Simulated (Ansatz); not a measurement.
# Two structures, one formula

Two relaxed structures of C2HS, doublet (PBE0-D4/def2-TZVP; forces vanish, vibrations not checked).

A:

```
4
angstrom
C -1.3941 -1.1093 -0.2937
C -0.4097 -0.3697 0.0536
S 0.8186 0.4959 0.6718
H 1.2085 1.1766 -0.4342
```

B:

```json
{"atom": "C1", "x (Å)": "0.7297", "y (Å)": "0.4282", "z (Å)": "-0.1299"}
{"atom": "C2", "x (Å)": "-0.3789", "y (Å)": "-0.2962", "z (Å)": "0.0236"}
{"atom": "S3", "x (Å)": "0.9933", "y (Å)": "-0.9542", "z (Å)": "-1.0947"}
{"atom": "H4", "x (Å)": "1.2894", "y (Å)": "1.3188", "z (Å)": "0.1061"}
```

Computed with Ansatz 0.2.0 (basis: def2-TZVPP); correlated methods freeze the cores; orbitals are unrestricted. B3LYP uses VWN-RPA correlation.

Task: Which structure is lower at CCSD(T), and by how much? (To be estimated.)

Result: The calculation gives: B, by 81.1 kJ/mol (electronic energy, against the other). By their contacts, A is C₂HS ([C][C][SH]) and B is C₂HS ([C]1[CH][S]1).

All methods give the same order:

| method | E(B) − E(A) (kJ/mol) |
| --- | --- |
| PBE-D4 | -82.1 |
| r2SCAN-D4 | -78.8 |
| PBE0-D4 | -85.5 |
| B3LYP-D4 | -67.0 |
| wB97M-V | -76.5 |
| HF | -49.2 |
| MP2 | -104.3 |
| CCSD | -73.8 |
| CCSD(T) | -81.1 |

The T1 diagnostic stays at or below 0.028. ⟨S²⟩ of the unrestricted Hartree–Fock references: 0.77 (a pure state has 0.75).

Labels in which every atom is bracketed show which atoms are joined, not bond orders.

For scale, one of the runs: CCSD(T)/def2-TZVPP, 118 basis functions, launched by `ansatz run in.yaml --threads 2 --pin off --events-out ev --progress --plain --max-ram 4352MiB`. Hardware: 2 CPU threads of an Intel Xeon Platinum 8259CL, shared host. Wall time 18 s; peak host memory 1 GiB.
